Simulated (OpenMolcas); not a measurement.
**quartet NO2 at 6 levels**

Wanted: a comparison of 6 runs (UB3LYP/cc-pVTZ, UBLYP/cc-pVTZ, UM06-L/cc-pVTZ, USVWN5/cc-pVTZ, UTPSS/cc-pVTZ, ROMP2/cc-pVTZ) of quartet NO2. 

Program for the calculation: OpenMolcas 26.06.

**1. Starting point**

NO2: 3 atoms, total charge 0, spin state quartet. SMILES of the parent species: `[O]N=O`. Geometry: relaxed at PBE0-D4/def2-TZVP. That shape belongs to the parent species and isn't relaxed for this state.

Bond lengths: O1–N2 1.183 Å, N2–O3 1.183 Å. Angles: O1–N2–O3 134.8°.

**2. A single-point energy at UB3LYP/cc-pVTZ (run 1)**

run.input reads:

```
* NO2 Kohn-Sham DFT
>>> EXPORT MOLCAS_PRINT=2
&GATEWAY
BASLIB=$CurrDir
COORD
3
angstrom
O        0.209760      -1.082190       0.000620
N       -0.265470      -0.009110      -0.145890
O        0.055690       1.091300       0.145270
BASIS=cc-pVTZ
GROUP=NoSym
&SEWARD
GRIDINPUT
Grid=UltraFine
End of Grid
&SCF
UHF
SPIN=4
KSDFT=B3LYP
THRESHOLDS=1e-10 1e-07 1e-07 1e-05
PRORBITALS=1 1
```

The basis set cc-pVTZ is read from a file made from the Basis Set Exchange's data (not shown).

Run with:

```sh
$ export MOLCAS_MEM=1860
$ pymolcas run.input > run.log
```

What it wrote:

```text
--- Start Module: gateway ---
[...]
--- Stop Module: gateway /rc=_RC_ALL_IS_WELL_ ---
--- Start Module: seward ---
[...]
      Basis functions           90
--- Stop Module: seward /rc=_RC_ALL_IS_WELL_ ---
[...]
--- Start Module: scf ---
[...]
       Convergence after  19 Iterations
[...]
::    Total KS-DFT energy                            -204.9901894419
[...]
      Total spin, S                                     1.5025092546
[...]
      Total electronic charge=   23.000000
      Total            charge=   -0.000000
[...]
      Dipole Moment (debye):
      Origin of the operator (angstrom)=    0.0115    0.0004    0.0063
                   X= -7.0350E-02               Y= -2.4063E-03               Z= -3.8661E-02           Total=  8.0309E-02
      Quadrupole Moment (debye*angstrom):
[...]
--- Stop Module: scf /rc=_RC_ALL_IS_WELL_ ---
[...]
```

Wall time 26 s (1 thread of Arm Neoverse V2, shared host); peak memory 0.49 GiB.

**3. A single-point energy at UBLYP/cc-pVTZ (run 2)**

test.inp reads:

```
* NO2 Kohn-Sham DFT
&GATEWAY
BasLib=$CurrDir
Coord
3
angstrom
O        0.209760      -1.082190       0.000620
N       -0.265470      -0.009110      -0.145890
O        0.055690       1.091300       0.145270
Basis=cc-pVTZ
Group=NoSym
&SEWARD
GridInput
Grid=UltraFine
End of Grid
&SCF
UHF
Spin=4
KSDFT=BLYP
Thresholds=1e-10 1e-07 1e-07 1e-05
PrOrbitals=1 1
```

The basis set cc-pVTZ is read from a file made from the Basis Set Exchange's data (not shown).

Run with:

```sh
$ export MOLCAS_MEM=1860
$ pymolcas test.inp > test.log
```

What it wrote:

```text
--- Start Module: gateway ---
[...]
--- Stop Module: gateway /rc=_RC_ALL_IS_WELL_ ---
--- Start Module: seward ---
[...]
      Basis functions           90
--- Stop Module: seward /rc=_RC_ALL_IS_WELL_ ---
[...]
--- Start Module: scf ---
[...]
       Convergence after  21 Iterations
[...]
::    Total KS-DFT energy                            -204.9736935928
[...]
      Total spin, S                                     1.5013996379
[...]
      Total electronic charge=   23.000000
      Total            charge=   -0.000000
[...]
      Dipole Moment (debye):
      Origin of the operator (angstrom)=    0.0115    0.0004    0.0063
                   X= -8.7498E-02               Y= -2.9975E-03               Z= -4.8085E-02           Total=  9.9885E-02
      Quadrupole Moment (debye*angstrom):
[...]
--- Stop Module: scf /rc=_RC_ALL_IS_WELL_ ---
[...]
```

Wall time 27 s (1 thread of Arm Neoverse V2, shared host); peak memory 0.49 GiB.

Runs 3 to 5 aren't shown in full; the table further down has their settings and results.

**4. A single-point energy at ROMP2/cc-pVTZ (run 6)**

job.input reads:

```
&GATEWAY
  BasLib = $CurrDir
  Coord
  3
  angstrom
  O        0.209760      -1.082190       0.000620
  N       -0.265470      -0.009110      -0.145890
  O        0.055690       1.091300       0.145270
  Basis = cc-pVTZ
  Group = NoSym

&SEWARD

&SCF
  UHF
  Spin = 4
  Thresholds = 1e-10 1e-07 1e-07 1e-05
  PrOrbitals = 1 1

&RASSCF
  FileOrb = $Project.UnaOrb
  Spin = 4
  Nactel = 3 0 0
  Inactive = 10
  Ras2 = 3
  OutOrbitals = Canonical
  OrbListing = Few

&CASPT2
  IPEA = 0.0
  Frozen = 3
```

The basis set cc-pVTZ is read from a file made from the Basis Set Exchange's data (not shown).

Run with:

```sh
$ export MOLCAS_MEM=1860
$ pymolcas job.input > job.log
```

What it wrote:

```text
--- Start Module: gateway ---
[...]
--- Stop Module: gateway /rc=_RC_ALL_IS_WELL_ ---
[...]
      Basis functions           90
[...]
       Convergence after  22 Iterations
[...]
::    Total SCF energy                               -204.0174329134
[...]
      Total spin, S                                     1.5107361185
[...]
--- Start Module: rasscf ---
[...]
      Number of active orbitals                  3
[...]
      Spin quantum number                      1.5
[...]
      Active orbitals                            3
[...]
      Number of CSFs                             1
[...]
      Number of root(s) required                 1
[...]
      Convergence after 12 iterations
[...]
      printout of CI-coefficients larger than  0.05 for root  1
      energy=    -203.994175
      conf/sym  111     Coeff  Weight
             1  uuu   1.00000 1.00000
      Natural orbitals and occupation numbers for root  1
      sym 1:   1.000000   1.000000   1.000000
      ************************************************************************************************************************
      *                                                    Final results                                                     *
[...]
::    RASSCF root number  1 Total energy:   -203.99417522
[...]
      Total electronic charge=   23.000000
      Total            charge=   -0.000000
[...]
      Dipole Moment (debye):
      Origin of the operator (angstrom)=    0.0115    0.0004    0.0063
                   X=  1.3985E-01               Y=  4.8165E-03               Z=  7.6858E-02           Total=  1.5965E-01
      Quadrupole Moment (debye*angstrom):
[...]
--- Stop Module: rasscf /rc=_RC_ALL_IS_WELL_ ---
[...]
--- Start Module: caspt2 ---
[...]
 ###    WARNING: User changed nr of frozen orbitals.                         ###
 ###############################################################################
[...]
      E2 (Variational):          -0.6225691654
      Total energy:            -204.6167443858
[...]
      Reference weight:           0.85393
[...]
::    CASPT2 Root  1     Total energy:   -204.61674439
[...]
--- Stop Module: caspt2 /rc=_RC_ALL_IS_WELL_ ---
[...]
```

Wall time 14 s (1 thread of Arm Neoverse V2, shared host); peak memory 0.49 GiB.

**5. All runs side by side**

```csv
run,level,integration grid,frozen core orbitals,energy (Eh),dipole moment (D),HOMO energy (eV),⟨S²⟩,wall time
1,UB3LYP/cc-pVTZ,UltraFine,–,-204.990189,0.08,-4.88,3.760,26 s
2,UBLYP/cc-pVTZ,UltraFine,–,-204.973694,0.10,-3.15,3.756,27 s
3,UM06-L/cc-pVTZ,UltraFine,–,-204.957553,0.07,-3.45,3.763,39 s
4,USVWN5/cc-pVTZ,UltraFine,–,-203.504141,0.11,-3.36,3.754,17 s
5,UTPSS/cc-pVTZ,UltraFine,–,-205.020341,0.08,-3.37,3.757,39 s
6,ROMP2/cc-pVTZ,–,3,-204.616744,–,–,–,14 s
```

**6. Outcome**

| quantity | value |
| --- | --- |
| run 6: total energy | -204.61674 Eh |

Over runs 1, 2, 3, 4, 5 the dipole moment (its size) runs from 0.07 D (UM06-L/cc-pVTZ) to 0.11 D (USVWN5/cc-pVTZ). Totals of different functionals can't be ranked against each other. All runs together took 2.7 min, the longest 39 s.
